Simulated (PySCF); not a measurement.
Isomers of C5H9F, mass 88.069 u with the commonest isotopes. Method used: PySCF, PBE0-D3(BJ)/def2-SVP geometry optimisation, gas phase. One conformer each, none proved a minimum here; rigid rotors.

Problem. Order these by rotational constant A, largest first.
A. `[CH3:1]/[CH:2]=[C:3](/[CH3:4])[CH2:5][F:6]` with C2–C3–C5–F6 133°
B. `[CH2:1]=[CH:2][C@H:3]([F:4])[CH2:5][CH3:6]` with C1–C2–C3–F4 4°, C2–C3–C5–C6 -179°
C. `[CH3:1]/[CH:2]=[CH:3]/[C@@H:4]([CH3:5])[F:6]` with C2–C3–C4–C5 -119°

Solution. B (7722 MHz), C (7462 MHz), A (5064 MHz).

Problem. Order these by rotational constant C, smallest first.
A. `[CH2:1]=[CH:2][C@H:3]([F:4])[CH2:5][CH3:6]` with C1–C2–C3–F4 4°, C2–C3–C5–C6 -179°
B. `[CH3:1]/[CH:2]=[CH:3]/[C@@H:4]([CH3:5])[F:6]` with C2–C3–C4–C5 -119°
C. `[CH3:1]/[CH:2]=[C:3](/[CH3:4])[CH2:5][F:6]` with C2–C3–C5–F6 133°
D. `[CH2:1]=[CH:2][C@H:3]([CH3:4])[CH2:5][F:6]` with C1–C2–C3–C4 -113°, C2–C3–C5–F6 64°

Solution. B (1631 MHz), C (1764 MHz), A (1830 MHz), D (1977 MHz).

Problem. Order these by rotational constant B, largest first.
A. `[CH3:1]/[CH:2]=[C:3](/[CH3:4])[CH2:5][F:6]` with C2–C3–C5–F6 133°
B. `[CH3:1]/[CH:2]=[CH:3]/[C@@H:4]([CH3:5])[F:6]` with C2–C3–C4–C5 -119°
C. `[CH2:1]=[CH:2][C@H:3]([F:4])[CH2:5][CH3:6]` with C1–C2–C3–F4 4°, C2–C3–C5–C6 -179°

Solution. A (2434 MHz), C (2147 MHz), B (1884 MHz).

```csv
SMILES,point group,Ia (u·Å²),Ib (u·Å²),Ic (u·Å²),κ,μa (D),μb (D),μc (D)
C/C=C(/C)CF,C1,99.80,207.64,286.57,-0.59,1.56,0.18,0.87
C=C[C@H](C)CF,C1,98.49,207.57,255.59,-0.71,0.61,0.59,1.27
C=C[C@H](F)CC,C1,65.45,235.43,276.20,-0.89,0.34,1.53,0.40
C/C=C/[C@@H](C)F,C1,67.73,268.26,309.94,-0.91,0.38,1.46,0.38
```
